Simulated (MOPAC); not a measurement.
MOPAC input (PM6):

```
PM6 1SCF CHARGE=1 GEO-OK AUX(PRECISION=9) THREADS=1
CH3O2

O    -1.05124578 1   -0.53895713 1   -0.04517009 1
C     0.22159526 1    0.58565329 1    0.00865797 1
O     1.25638181 1    0.13571604 1    0.12856953 1
H    -0.77813459 1   -1.47076695 1   -0.15085754 1
H    -0.30730441 1    1.53440276 1   -0.05254589 1
H    -1.88522068 1   -0.35162684 1   -0.51573992 1
```

Output:

```
 *******************************************************************************
 **                                                                           **
 **                              MOPAC v23.2.5                                **
 **                                                                           **
 *******************************************************************************
 ** MOPAC's Digital Object Identifier: https://doi.org/10.5281/zenodo.6511958 **
 **                                                                           **
 ** Please cite the open-source release paper for use of this MOPAC version:  **
 ** J. E. Moussa and J. J. P. Stewart (2026)                                  **
 ** MOPAC: An open-source semiempirical molecular orbital program             **
 ** J. Open Source Softw., 11(119), 8025, https://doi.org/10.21105/joss.08025 **
 *******************************************************************************

                              PM6 CALCULATION RESULTS

 *******************************************************************************
 *  PM6        - The PM6 Hamiltonian to be used
 *  GEO-OK     - OVERRIDE INTERATOMIC DISTANCE AND OTHER SAFETY CHECKS
 *
 *
 *
 *                 CHARGE ON SYSTEM = +1
 *
 *
 *
 *  1SCF       - DO 1 SCF AND THEN STOP
 *  AUX        - OUTPUT AUXILIARY INFORMATION
 *******************************************************************************
PM6 1SCF CHARGE=1 GEO-OK AUX(PRECISION=9) THREADS=1
 CH3O2

   ATOM   CHEMICAL          X               Y               Z
  NUMBER   SYMBOL      (ANGSTROMS)     (ANGSTROMS)     (ANGSTROMS)

     1       O         -1.05124578  *  -0.53895713  *  -0.04517009  *
     2       C          0.22159526  *   0.58565329  *   0.00865797  *
     3       O          1.25638181  *   0.13571604  *   0.12856953  *
     4       H         -0.77813459  *  -1.47076695  *  -0.15085754  *
     5       H         -0.30730441  *   1.53440276  *  -0.05254589  *
     6       H         -1.88522068  *  -0.35162684  *  -0.51573992  *

          CARTESIAN COORDINATES

    NO.       ATOM           X           Y           Z

     1         O         -1.0512     -0.5390     -0.0452
     2         C          0.2216      0.5857      0.0087
     3         O          1.2564      0.1357      0.1286
     4         H         -0.7781     -1.4708     -0.1509
     5         H         -0.3073      1.5344     -0.0525
     6         H         -1.8852     -0.3516     -0.5157

 General Reference for PM6:
 "Optimization of Parameters for Semiempirical Methods V: Modification of NDDO Approximations
 and Application to 70 Elements", J. J. P. Stewart, J. Mol. Mod., 13, 1173-1213 (2007)
 URL: https://link.springer.com/article/10.1007/s00894-007-0233-4

           Empirical Formula: C H3 O2  =     6 atoms

      MOLECULAR POINT GROUP   :   C1

      RHF CALCULATION, NO. OF DOUBLY OCCUPIED LEVELS = 9

 -------------------------------------------------------------------------------
 PM6 1SCF CHARGE=1 GEO-OK AUX(PRECISION=9) THREADS=1
 CH3O2

     1SCF WAS SPECIFIED, SO BFGS WAS NOT USED
     SCF FIELD WAS ACHIEVED

                              PM6 CALCULATION
                                                       MOPAC v23.2.5 Linux

          FINAL HEAT OF FORMATION =        111.14817 KCAL/MOL =     465.04394 KJ/MOL

          COSMO AREA              =         77.76 SQUARE ANGSTROMS
          COSMO VOLUME            =         58.00 CUBIC ANGSTROMS

          IONIZATION POTENTIAL    =         19.048902 EV
          HOMO LUMO ENERGIES (EV) =        -19.049 -6.559
          NO. OF FILLED LEVELS    =          9
          MOLECULAR WEIGHT        =         47.0335         POINT GROUP:  C1

          MOLECULAR DIMENSIONS (Angstroms)

            Atom       Atom       Distance
            H     6    O     3     3.24381
            H     5    H     4     2.89880
            O     1    O     3     0.29361

          SCF CALCULATIONS        =          1

   ATOM   CHEMICAL          X               Y               Z
  NUMBER   SYMBOL      (ANGSTROMS)     (ANGSTROMS)     (ANGSTROMS)

     1       O         -1.05124578  *  -0.53895713  *  -0.04517009  *
     2       C          0.22159526  *   0.58565329  *   0.00865797  *
     3       O          1.25638181  *   0.13571604  *   0.12856953  *
     4       H         -0.77813459  *  -1.47076695  *  -0.15085754  *
     5       H         -0.30730441  *   1.53440276  *  -0.05254589  *
     6       H         -1.88522068  *  -0.35162684  *  -0.51573992  *

                             CARTESIAN COORDINATES

   1    O       -1.051245780    -0.538957130    -0.045170090
   2    C        0.221595260     0.585653290     0.008657970
   3    O        1.256381810     0.135716040     0.128569530
   4    H       -0.778134590    -1.470766950    -0.150857540
   5    H       -0.307304410     1.534402760    -0.052545890
   6    H       -1.885220680    -0.351626840    -0.515739920

           Empirical Formula: C H3 O2  =     6 atoms

      MOLECULAR POINT GROUP   :   C1

                  EIGENVALUES
 -41.91033 -37.40015 -30.42157 -26.58792 -24.69770 -22.92730 -22.52174 -20.24375
 -19.04890  -6.55921  -6.46296  -3.30727  -2.57616  -1.99613  -0.87818

              NET ATOMIC CHARGES AND DIPOLE CONTRIBUTIONS

  ATOM NO.   TYPE          CHARGE      No. of ELECS.   s-Pop       p-Pop
    1          O          -0.507867        6.5079     1.71944     4.78843
    2          C           0.499159        3.5008     1.20704     2.29380
    3          O          -0.022764        6.0228     1.83047     4.19230
    4          H           0.383202        0.6168     0.61680
    5          H           0.257448        0.7426     0.74255
    6          H           0.390823        0.6092     0.60918
 DIPOLE           X         Y         Z       TOTAL
 POINT-CHG.    -2.694     1.204    -1.267     3.211
 HYBRID         0.022    -0.522    -0.167     0.549
 SUM           -2.672     0.682    -1.433     3.108

          ATOMIC ORBITAL ELECTRON POPULATIONS

     Atom    s        px        py        pz
    1  O   1.71944   1.50490   1.44845   1.83508
    2  C   1.20704   0.79772   0.82904   0.66704
    3  O   1.83047   1.28102   1.55349   1.35779
    4  H   0.61680
    5  H   0.74255
    6  H   0.60918

 **********************
 *                    *
 * JOB ENDED NORMALLY *
 *                    *
 **********************

 == MOPAC DONE ==
```

The dipole moment of an ion depends on the origin.

The geometry given is a B3LYP-D3(BJ)/def2-TZVP minimum.
